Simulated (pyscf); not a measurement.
Thermochemistry of product channels of HO–W(F)(F)(F)(F)–F (SMILES [OH][W]([F])([F])([F])([F])[F]) + HCl (SMILES Cl) on the singlet surface, in kcal/mol, from ωB97M-D3(BJ)/def2-TZVP energies (ideal gas, 1 atm, RRHO with modes under 100 cm⁻¹ raised to 100, one conformer, R ln 2 for chiral ones without a mode under 150 cm⁻¹). Optimised with ωB97X-D3(BJ)/def2-SVP in PySCF.

```csv
products,ΔE,ΔH(298 K),ΔG(600 K),ΔG(900 K)
H₂O (SMILES O) + F–W(F)(F)(F)(F)–Cl (SMILES [F][W]([F])([F])([F])([F])[Cl]),___,+7.7,+7.9,+8.3
HO–W(F)(F)(F)(F)–Cl (SMILES [OH][W]([F])([F])([F])([F])[Cl]) + HF (SMILES F),___,+11.3,+10.0,+9.2
```

### Question
Some entries are withheld; supply them.

### Answer

- H₂O (SMILES O) + F–W(F)(F)(F)(F)–Cl (SMILES [F][W]([F])([F])([F])([F])[Cl]), ΔE: +5.9
- HO–W(F)(F)(F)(F)–Cl (SMILES [OH][W]([F])([F])([F])([F])[Cl]) + HF (SMILES F), ΔE: +10.2

These are energies of the channels, which say nothing of barriers. Elements past Kr carry the def2 core potentials, without spin-orbit coupling.
